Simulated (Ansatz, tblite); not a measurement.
# (CdTe)2 ring (Cd₂Te₂): one state, many levels

One table from this session's results is given with a row withheld; the runs are named, their logs left out.

The runs use Ansatz 0.2.0, Gaussian basis; as each input shows.

The runs, in order: GFN1-xTB, GFN2-xTB, PBE-D4/def2-TZVP, r2SCAN-D4/def2-TZVP, B2PLYP/def2-TZVP, r2SCANh-D4/def2-TZVP, PBE-QIDH/def2-TZVP, BHLYP-D4/def2-TZVP, HSE06-D4/def2-TZVP, CAM-B3LYP-D4/def2-TZVP, BLYP-D4/def2-TZVP, PBE-D4/def2-SVP, PBE0-D4/def2-SVP, CCSD(T)/def2-SVP, MP2/def2-TZVP, RPA/def2-TZVP.

## The relaxed structure

The geometry is that of the singlet, from an earlier relaxation (r2SCAN-D4/def2-SVP).

4 atoms, charge 0, spin multiplicity 1.

Bond lengths: Cd1–Te2 2.740 Å, Cd1–Te4 2.740 Å, Te2–Cd3 2.740 Å, Cd3–Te4 2.740 Å. Angles: Te2–Cd1–Te4 117.4°, Cd1–Te2–Cd3 62.6°, Te2–Cd3–Te4 117.4°, Cd1–Te4–Cd3 62.6°.

Cd, Te take a core potential in the def2 sets. No spin-orbit coupling is included.

PBE0-D4/def2-TZVP was run before; its log isn't repeated, and its numbers join the tables.

Set-up of the first run:

Tight binding, by tblite at 300 K electronic temperature and without a spin-polarisation term:

```python
tblite.interface.Calculator('GFN1-xTB', numbers, positions, charge=0, uhf=0).singlepoint()
```

Tight binding, by tblite at 300 K electronic temperature and without a spin-polarisation term:

```python
tblite.interface.Calculator('GFN2-xTB', numbers, positions, charge=0, uhf=0).singlepoint()
```

start.molden holds the orbitals of an earlier run on this state, given as this run's starting guess.

The input, in.yaml:

```yaml
crystal:
  periodic: [false, false, false]
  atoms:
    - {symbol: Cd, position_ang: [-1.310148, 0.051496, -0.555777]}
    - {symbol: Te, position_ang: [-0.915322, -0.351312, 2.125139]}
    - {symbol: Cd, position_ang: [1.310176, -0.051362, 0.555806]}
    - {symbol: Te, position_ang: [0.915294, 0.351188, -2.125178]}
basis:
  gaussian: {orbitals: def2-TZVP, initial_orbitals: start.molden}
hamiltonian: {xc: pbe, dispersion: d4}
scf: {omitted_lower_state_checks: [starts]}
output: {orbitals: {seedname: orbitals}}
```

The run is started by

```sh
$ ansatz run in.yaml --threads 4 --pin off --events-out ev --progress --plain --max-ram 3916MiB
```

Steps of the session up to this table: PBE-D4/def2-TZVP; r2SCAN-D4/def2-TZVP; B2PLYP/def2-TZVP; r2SCANh-D4/def2-TZVP; PBE-QIDH/def2-TZVP; BHLYP-D4/def2-TZVP; HSE06-D4/def2-TZVP; CAM-B3LYP-D4/def2-TZVP; BLYP-D4/def2-TZVP; PBE-D4/def2-SVP; PBE0-D4/def2-SVP; CCSD(T)/def2-SVP; MP2/def2-TZVP; RPA/def2-TZVP.

One table of the session follows, with a row left open; its other results are not shown here.

| level | HOMO (eV) | LUMO (eV) | gap (eV) |
| --- | --- | --- | --- |
| PBE-D4/def2-SVP | -4.98 | -3.81 | 1.17 |
| PBE-D4/def2-TZVP | -5.05 | -3.82 | 1.23 |
| BLYP-D4/def2-TZVP | -4.88 | -3.77 | 1.11 |
| r2SCAN-D4/def2-TZVP | -5.25 | -3.72 | 1.54 |
| r2SCANh-D4/def2-TZVP | ? | ? | ? |
| PBE0-D4/def2-SVP | -5.89 | -3.20 | 2.69 |
| PBE0-D4/def2-TZVP | -5.94 | -3.18 | 2.75 |
| HSE06-D4/def2-TZVP | -5.56 | -3.53 | 2.03 |
| BHLYP-D4/def2-TZVP | -6.67 | -2.56 | 4.11 |
| CAM-B3LYP-D4/def2-TZVP | -7.04 | -2.44 | 4.60 |

**Question.** Estimate the row for r2SCANh-D4/def2-TZVP.

As computed: HOMO (eV): -5.58; LUMO (eV): -3.48; gap (eV): 2.10. In the column «HOMO (eV)» it lies between PBE0-D4/def2-SVP (-5.89) and HSE06-D4/def2-TZVP (-5.56).
